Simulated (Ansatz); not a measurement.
# C3H2ClF: basis-set convergence

An exercise on one series of results from a longer session: the logs are not shown, and one member is left open.

The runs use Ansatz 0.2.0, Gaussian basis; one geometry, several basis sets.

Levels to be run: PBE0-D4/def2-SVP; ωB97M-V/def2-SVP; PBE0-D4/def2-QZVPP; ωB97M-V/def2-QZVPP; the functionals' def2-TZVPP values are taken from earlier runs.

## The geometry

The geometry comes from an earlier relaxation with PBE0-D4 in a triple-zeta def2 set; it is a stationary point, not always the lowest conformer.

7 atoms, charge 0, spin multiplicity 1.

Atoms are counted from 1 here; the program's logs count them from 0.

Bond lengths: C1–C2 1.298 Å, C1–H6 1.087 Å, C1–H7 1.087 Å, C2–C3 1.297 Å, C3–F4 1.330 Å, C3–Cl5 1.710 Å. Angles: C2–C1–H6 121.4°, C2–C1–H7 121.4°, H6–C1–H7 117.2°, C1–C2–C3 179.2°, C2–C3–F4 123.2°, C2–C3–Cl5 124.3°, F4–C3–Cl5 112.6°.

Set-up of the first run:

in.yaml

```yaml
crystal:
  periodic: [false, false, false]
  atoms:
    - {symbol: C, position_ang: [-0.366045, -1.052287, 0.812779]}
    - {symbol: C, position_ang: [-0.004771, -0.103711, 0.003431]}
    - {symbol: C, position_ang: [0.353270, 0.856817, -0.791526]}
    - {symbol: F, position_ang: [0.731012, 0.656729, -2.051476]}
    - {symbol: Cl, position_ang: [0.394687, 2.508311, -0.348686]}
    - {symbol: H, position_ang: [0.355923, -1.563896, 1.443738]}
    - {symbol: H, position_ang: [-1.402774, -1.369964, 0.886040]}
basis:
  gaussian: {orbitals: def2-SVP}
hamiltonian: {xc: pbe0, dispersion: d4}
output: {orbitals: {seedname: orbitals}}
```

Started as:

```
> ansatz run in.yaml --threads 2 --pin off --events-out ev --progress --plain --max-ram 4352MiB
```

Steps of the session up to this table: PBE0-D4 in def2-SVP; ωB97M-V in def2-SVP; PBE0-D4 in def2-QZVPP; ωB97M-V in def2-QZVPP.

One of the session's tables, all rows but one given; the rest of the session is left out.

It belongs to the step «Density functionals: the series». 

| functional | basis | HOMO (eV) |
| --- | --- | --- |
| PBE0-D4 | def2-SVP | -7.28 |
| PBE0-D4 | def2-TZVPP | -7.37 |
| PBE0-D4 | def2-QZVPP | -7.41 |
| ωB97M-V | def2-SVP | -9.42 |
| ωB97M-V | def2-TZVPP | -9.55 |
| ωB97M-V | def2-QZVPP | ? |

Estimate the missing values for ωB97M-V, def2-QZVPP.

**Answer.** HOMO (eV): -9.59. In the column «HOMO (eV)» it is the lowest.
